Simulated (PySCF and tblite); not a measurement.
acetophenone, C₈H₈O, numbered as in [CH3:1][C:2](=[O:3])[c:4]1[cH:5][cH:6][cH:7][cH:8][cH:9]1.

The ensemble was built from 90 distance-geometry starts (ETKDG and KDG, MMFF94s, GFN2-xTB) and rests on PBE0-D3(BJ)/def2-SVP geometries. Energies: PBE0-D3(BJ)/def2-SVPD (IEF-PCM, chloroform), with GFN2-xTB thermal terms (modes under about 100 cm⁻¹ blended into free rotors). Symmetry numbers and mirror images are counted. Conformers within 3 kcal/mol (GFN2-xTB free energy) were kept, 8 at most. GIAO shieldings: PBE0/pcSseg-1 (IEF-PCM, chloroform). Shifts are against TMS (¹H), TMS (¹³C) at the same level. Run with PySCF (density fitting) and tblite.

Torsions listed: O3–C2–C4–C5.

| conformer | shape | weight % | dipole D |
| --- | --- | --- | --- |
| 1 | 0° | 100.0 | 4.08 |

**Question.** How do the computed shifts compare with measured ones?

**Answer.** 
| nucleus | signal | leading conformer | average | measured | medium |
| --- | --- | --- | --- | --- | --- |
| ¹H | H1 | 2.70 | 2.70 | 2.591 | not stated in the table (CDCl3 in this author's series) |
| ¹H | H5/H9 | 8.29 | 8.29 | 7.95 | not stated in the table (CDCl3 in this author's series) |
| ¹H | H6/H8 | 7.76 | 7.76 | 7.445 | not stated in the table (CDCl3 in this author's series) |
| ¹H | H7 | 7.84 | 7.84 | 7.551 | not stated in the table (CDCl3 in this author's series) |

Measured values: Pretsch, Buehlmann, Badertscher, Structure Determination of Organic Compounds, 4th ed. (2009); Shapiro, Mohrmann, J. Phys. Chem. Ref. Data 1977, 6, 919; The use of chemical shift calculations in the conformational analysis of substituted benzenes, New J. Chem. 2019 (ESI). Mean difference for ¹H: 0.26 ppm, scatter 0.09 ppm. The computed shifts are unscaled and lack vibrational corrections.
